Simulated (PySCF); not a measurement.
An element was calculated at PBE (PySCF 2.14, spin-free X2C, a quadruple-zeta basis, no spin-orbit coupling), in the ground configurations that NIST lists.

| Item | Value |
| --- | --- |
| electron affinity | 2.154 eV |
| first ionisation energy | 10.415 eV |
| second ionisation energy | 23.308 eV |
| third ionisation energy | 34.829 eV |
| polarisability of the atom | 21.0 bohr³ |

**Question.** Which element is it?

**Answer.** Sulfur (S, Z = 16), in aug-cc-pVQZ-DK. NIST lists 10.360, 23.338, 34.86 ± 0.04 eV for these ionisation energies.
